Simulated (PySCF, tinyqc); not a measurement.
Worked calculation: RHF in the sto-3g basis, for H2F+, spin multiplicity 1. The lowest restricted solution is unstable here: a spin-polarised one lies 0.0024 hartree lower (PySCF). One step of it, computed by the program tinyqc.

Question. Orthogonalisation. S = U s U^T; canonical form X = U s^(-1/2), so that X^T S X = 1. Each column of U has its largest component positive (the first on a tie).

overlap S, lower triangle:
```
           1F 1s     1F 2s    1F 2px     1F 2py    1F 2pz     2H 1s     3H 1s
1F 1s   1.000000
1F 2s   0.237990  1.000000
1F 2px  0.000000  0.000000  1.000000
1F 2py  0.000000  0.000000  0.000000   1.000000
1F 2pz  0.000000  0.000000  0.000000   0.000000  1.000000
2H 1s   0.016318  0.201407  0.000000   0.161863  0.086547  1.000000
3H 1s   0.014495  0.182235  0.000000  -0.148106  0.079176  0.049786  1.000000
```

Give: eigenvalues of S; X.

Answer.

eigenvalues of S: 0.6514  0.7555  0.9242  1.0000  1.0738  1.1952  1.3999

X:
```
              1        2        3       4        5        6       7
1F 1s   -0.5576   0.0804   0.5738  0.0000  -0.5346  -0.0395  0.3582
1F 2s    0.8748  -0.0822  -0.1402  0.0000  -0.2036  -0.0338  0.5557
1F 2px   0.0000   0.0000   0.0000  1.0000   0.0000   0.0000  0.0000
1F 2py   0.0805   0.7624  -0.0148  0.0000  -0.0127   0.6814  0.0313
1F 2pz   0.2133  -0.0040   0.7180  0.0000   0.6568   0.0042  0.1479
2H 1s   -0.5162  -0.5703  -0.3109  0.0000   0.2772   0.4155  0.3804
3H 1s   -0.3747   0.6356  -0.3474  0.0000   0.3093  -0.4439  0.3312
```
